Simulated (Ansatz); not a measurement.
Basis-set extrapolation for CH3N (`C=N`) (PBE0-D4/def2-TZVP geometry, frozen core, Ansatz). Multiplicity 1, RHF reference.

|  | cc-pV(T+d)Z | cc-pV(Q+d)Z |
| --- | --- | --- |
| HF | -94.067818 | -94.074948 |
| MP2 correlation | -0.370651 | -0.395057 |
| CCSD(T) correlation | -0.404599 | -0.426145 |

Energies in hartree. Use E(X) = E(∞) + A·exp(−5.46·√X) for Hartree–Fock and E(X) = E(∞) + B·X^(−3.05) for correlation, with X = 3 and 4.

Question: What is the CCSD(T) energy at the basis-set limit?

Answer: HF limit: -94.074948 + (-0.007130) × 0.30130 = -94.07710. Correlation limit: -0.426145 + (-0.021546) × 0.71189 = -0.44148. Total: -94.51858 hartree, 121.2 kJ/mol below CCSD(T)/cc-pV(T+d)Z.
